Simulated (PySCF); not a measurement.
# Frontier levels across methods

Species: AlFH5N.
Geometry (PBE0-D3(BJ)/def2-SVP, Å), atoms numbered from 1 in this order:
```xyz
8
AlFH5N angstrom
N     -0.9787    0.1282   -0.0295
Al     1.0740    0.1089    0.1200
F      1.2370    1.7560    0.4642
H     -1.4000    0.4484    0.8443
H     -1.2753    0.7734   -0.7639
H     -1.3747   -0.7879   -0.2457
H      1.4738   -0.3280   -1.3646
H      1.2757   -0.8766    1.3617
```

Basis pcSseg-2 throughout (PySCF), one geometry. Isolated species at its PBE0-D3(BJ)/def2-SVP geometry, gas phase.

How do the orbital energies, the gap and the dipole change with the method?

```json
{"method": "B97-2", "kind": "global hybrid", "HOMO (eV)": "-7.34", "LUMO (eV)": "-0.56", "gap (eV)": "6.77", "μ (D)": "5.71", "SCF cycles": "14"}
{"method": "PBE0", "kind": "global hybrid", "HOMO (eV)": "-7.57", "LUMO (eV)": "-0.59", "gap (eV)": "6.98", "μ (D)": "5.72", "SCF cycles": "12"}
{"method": "mPW1PW91", "kind": "global hybrid", "HOMO (eV)": "-7.61", "LUMO (eV)": "-0.59", "gap (eV)": "7.01", "μ (D)": "5.73", "SCF cycles": "12"}
{"method": "BHandHLYP", "kind": "global hybrid", "HOMO (eV)": "-8.84", "LUMO (eV)": "-0.06", "gap (eV)": "8.78", "μ (D)": "5.77", "SCF cycles": "11"}
{"method": "CAM-B3LYP", "kind": "range-separated hybrid", "HOMO (eV)": "-9.01", "LUMO (eV)": "0.10", "gap (eV)": "9.11", "μ (D)": "5.75", "SCF cycles": "12"}
{"method": "wB97X-D", "kind": "range-separated hybrid", "HOMO (eV)": "-9.51", "LUMO (eV)": "1.19", "gap (eV)": "10.70", "μ (D)": "5.76", "SCF cycles": "12"}
{"method": "LC-wPBE", "kind": "range-separated hybrid", "HOMO (eV)": "-10.37", "LUMO (eV)": "1.33", "gap (eV)": "11.70", "μ (D)": "5.79", "SCF cycles": "13"}
```

The HOMO spans 3.04 eV, from B97-2 down to LC-wPBE, and the gap runs from 6.77 eV (B97-2) to 11.70 eV (LC-wPBE). Over the methods B97-2 (21 %), PBE0 (25 %), mPW1PW91 (25 %), BHandHLYP (50 %), a straight line through the gap against the share of exact exchange rises by 0.70 eV for each 10 % (correlation coefficient 1.000). The dipole ranges from 5.71 D (B97-2) to 5.79 D (LC-wPBE). This basis has no diffuse functions.
